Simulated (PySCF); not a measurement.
All values below come from r2SCAN-D4/def2-TZVP in PySCF. All species are isolated molecules in the gas phase. 

Reference species (SMILES): `F[SiH]F` (neutral, multiplicity 2).

The dipole moment is 1.30 D and the highest occupied spin orbital is -6.08 eV.

Changed species: `[OH]` (radical fragment; the reference has radical fragment).

Q: What does the change do to the dipole moment and highest occupied spin orbital?

A: the dipole moment increases by 0.46 D, to 1.76 D; the highest occupied spin orbital decreases by 1.49 eV, to -7.57 eV.
